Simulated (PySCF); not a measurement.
Atom-mapped SMILES (the numbers label the heavy atoms): `[CH3:1][SiH2:2][CH3:3]`. Each H is labelled by its parent atom.

GIAO PBE0/pcSseg-1 shifts (PySCF 2.14.0 with density-fitted response routines, gas phase, non-relativistic, equivalent atoms averaged), each against references optimised in the same way as the molecule (TMS).

On the GFN2-xTB geometry: C1/C3 -5.6, Si2 -45.9, H(Si2) 4.20, H(C1)/H(C3) 0.12 ppm.

Q: What changes on the PBE0-D3(BJ)/def2-SVP geometry?

A: 
```json
{"atoms": "C1/C3", "δ (ppm)": "-7.0", "change": "-1.4"}
{"atoms": "Si2", "δ (ppm)": "-41.5", "change": "+4.4"}
{"atoms": "H(Si2)", "δ (ppm)": "4.11", "change": "-0.09"}
{"atoms": "H(C1)/H(C3)", "δ (ppm)": "0.17", "change": "+0.05"}
```

Bonds between heavy atoms that differ most (equivalent bonds averaged): C1–Si2 1.899 → 1.887 Å. Mean change of bonds to hydrogen: C–H +0.014 Å, Si–H +0.029 Å.
